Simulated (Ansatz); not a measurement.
**Anthracene C14H10**

These are PBE0-D3(BJ) in Ansatz (PAW) values and carry that method's errors.

Cell: relaxed with PBE-D3(BJ): a = 9.261 Å, b = 5.934 Å, c = 8.414 Å, α = γ = 90.00°, β = 102.34°.

For anthracene C14H10, the lattice energy is 115 kJ/mol.

Computed values are for the static lattice.

Ansatz is an electronic-structure program.
